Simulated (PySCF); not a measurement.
**Fractional electron number in N (nitrogen, neutral)**

The 2p alpha orbital of [He] 2s2 2p3 is emptied in steps (occupation f), with all orbitals relaxed, ending at [He] 2s2 2p2. Calculation: PySCF 2.14, in aug-pcseg-2 (5s4p3d2f, 46 functions); the non-relativistic Hamiltonian (point nucleus). The exact energy is a straight line in f; departures are measured from the line between the end points of the same method.

Task: Among UHF, LDA, PBE, PBE0, r2SCAN, LC-wPBE, BHandHLYP, wB97X, HSE06, B3LYP, which shows the largest delocalisation error (convex curve), and which is closest to linear?

Result: Most convex: LDA (-1.702 eV at f = 0.5); closest to linear: UHF (0.369 eV).

| f | UHF (eV) | LDA (eV) | PBE (eV) | PBE0 (eV) | r2SCAN (eV) | LC-wPBE (eV) | BHandHLYP (eV) | wB97X (eV) | HSE06 (eV) | B3LYP (eV) |
| --- | --- | --- | --- | --- | --- | --- | --- | --- | --- | --- |
| 1 | 0.000 | 0.000 | 0.000 | 0.000 | 0.000 | 0.000 | 0.000 | 0.000 | 0.000 | 0.000 |
| 0.9 | 0.144 | -0.598 | -0.582 | -0.406 | -0.533 | -0.148 | -0.228 | -0.171 | -0.442 | -0.442 |
| 0.7 | 0.322 | -1.414 | -1.371 | -0.953 | -1.243 | -0.350 | -0.536 | -0.401 | -1.038 | -1.039 |
| 0.5 | 0.369 | -1.702 | -1.644 | -1.140 | -1.475 | -0.420 | -0.643 | -0.477 | -1.240 | -1.244 |
| 0.3 | 0.299 | -1.443 | -1.388 | -0.959 | -1.234 | -0.353 | -0.543 | -0.395 | -1.043 | -1.049 |
| 0.1 | 0.124 | -0.623 | -0.595 | -0.411 | -0.528 | -0.149 | -0.233 | -0.164 | -0.446 | -0.450 |
| 0 | 0.000 | 0.000 | 0.000 | 0.000 | 0.000 | 0.000 | 0.000 | 0.000 | 0.000 | 0.000 |

| method | E(f=0) − E(f=1) (eV) | −ε at f=1 (eV) | −ε at f=0.5 (eV) |
| --- | --- | --- | --- |
| UHF | 13.895 | 15.525 | 13.826 |
| LDA | 15.007 | 8.405 | 14.918 |
| PBE | 14.747 | 8.314 | 14.697 |
| PBE0 | 14.714 | 10.224 | 14.695 |
| r2SCAN | 14.820 | 8.901 | 14.851 |
| LC-wPBE | 14.891 | 13.259 | 14.884 |
| BHandHLYP | 14.448 | 11.933 | 14.428 |
| wB97X | 14.587 | 12.704 | 14.603 |
| HSE06 | 14.708 | 9.808 | 14.693 |
| B3LYP | 14.671 | 9.782 | 14.642 |

Reference removal energy between the ground levels: 14.534 eV (measured; NIST Atomic Spectra Database, ionization energies). The calculation has no spin-orbit coupling. UHF lacks correlation.
